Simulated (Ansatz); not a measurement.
Geometry optimisation, RKS CAM-B3LYP-D4/6-31G* (Ansatz 0.2.0).

The input (input.yaml):

```yaml
crystal:
  periodic: [false, false, false]
  atoms:
    - { symbol: Al, position_ang: [0.0, 0.0, 0.0] }
    - { symbol: "N", position_ang: [0.0, 0.0, 1.92] }
    - { symbol: H, position_ang: [-0.877, -0.2713, 2.45] }
    - { symbol: H, position_ang: [0.877, 0.2713, 2.45] }
    - { symbol: H, position_ang: [1.351, 0.0, -0.78] }
    - { symbol: O, position_ang: [-1.5415, 0.0, -0.89] }
    - { symbol: H, position_ang: [-2.0512, -0.8467, -0.6815] }
basis:
  gaussian: { orbitals: "6-31G*" }
hamiltonian:
  xc: cam_b3lyp
  dispersion: d4
relax:
  f_tol: 0.02
  max_steps: 40
```

Command:

```bash
$ ansatz run input.yaml --threads 1 --pin off --max-ram 2048MiB --backend cpu --events-out ev --progress --plain --runs-dir out
```

**Question.** Where does it end, and by what steps?

**Answer.** It converged. After 7 steps the energy has fallen by 0.660 eV; O6 moved furthest, 0.42 Å.

| step | energy less start (eV) | largest force component (eV/Å) | accepted |
| --- | --- | --- | --- |
| 0 | 0.0000 | 2.019 | yes |
| 1 | -0.4534 | 1.141 | yes |
| 2 | -0.5667 | 1.339 | yes |
| 3 | -0.6160 | 0.694 | yes |
| 4 | -0.6139 | 0.549 | no |
| 5 | -0.6497 | 0.262 | yes |
| 6 | -0.6591 | 0.070 | yes |
| 7 | -0.6597 | 0.013 | yes |

```xyz
7
Properties=species:S:1:pos:R:3
Al 0.026 -0.056 0.036
N -0.027 -0.031 1.807
H -0.830 -0.191 2.399
H 0.791 0.156 2.372
H 1.377 0.222 -0.719
O -1.358 -0.377 -0.905
H -2.220 -0.569 -0.522
```

Whether the end is a true minimum wasn't checked by a vibrational analysis.

Time of the run: 11 s on 1 thread of Intel(R) Xeon(R) 6975P-C (Granite Rapids), on a shared host, peak memory 0.15 GiB.
